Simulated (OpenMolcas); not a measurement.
## SiH4O2 (SMILES O[SiH2]O): methods side by side

SiH4O2: 7 atoms, total charge 0, spin state singlet. As SMILES, `O[SiH2]O`. Geometry: relaxed at PBE0-D4/def2-TZVP. This is one conformer, not always the lowest.

Each level gives the electronic atomisation energy (eV). The values are calculated. Electronic energies at fixed atoms, without zero-point motion or spin-orbit coupling.

| level | kind | program | value (eV) |
| --- | --- | --- | --- |
| HF/def2-SVPD | Hartree–Fock | OpenMolcas | 18.54 |
| SVWN5/def2-SVPD | LDA | OpenMolcas | 29.52 |
| BLYP/def2-SVPD | GGA | OpenMolcas | 25.57 |
| PBE/def2-SVPD | GGA | OpenMolcas | 25.89 |
| M06-L/def2-SVPD | meta-GGA | OpenMolcas | 25.74 |
| TPSS/def2-SVPD | meta-GGA | OpenMolcas | 25.76 |
| BHLYP/def2-SVPD | global hybrid | OpenMolcas | 24.85 |

The values span 18.54 to 29.52 eV.
